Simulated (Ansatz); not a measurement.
System: CaB6-type CaB6. Method: G0W0@PBEsol in Ansatz (plane waves, hard PAW, contour deformation).

The cell has the measured lattice parameters. Conventional cell: a = 4.1450 Å, b = 4.1450 Å, c = 4.1450 Å, α = 90.00°, β = 90.00°, γ = 90.00°.

The quasiparticle gap at Γ at a fixed k mesh 2×2×2:

```
response cutoff           value (eV)
------------------------  ----------
200 eV, 840 empty bands        5.279
250 eV, 1174 empty bands       5.270
300 eV, 1544 empty bands       5.263
400 eV, 2377 empty bands       5.252
```

Problem. Taking the value to converge with the response cutoff E as E^(−3/2), extrapolate from the last two rows.

Solution. With y = y∞ + c/w and weights w = 5196 and 8000 for the last two rows, y∞ = (w2 y2 − w1 y1)/(w2 − w1) = (8000 × 5.252 − 5196 × 5.263)/2804 = 5.232 eV, which lies 0.020 beyond the last row. Successive pairs of rows give 5.247, 5.241, 5.232. The limit also hangs on the law assumed, so its last digits aren't firm.

The other settings are not extrapolated, so this is the limit in one setting alone.

The smallest gap on this mesh is 1.22 eV, away from Γ.

Note: the boron position of this cell differs from later refinements.

Ansatz is an electronic-structure program.
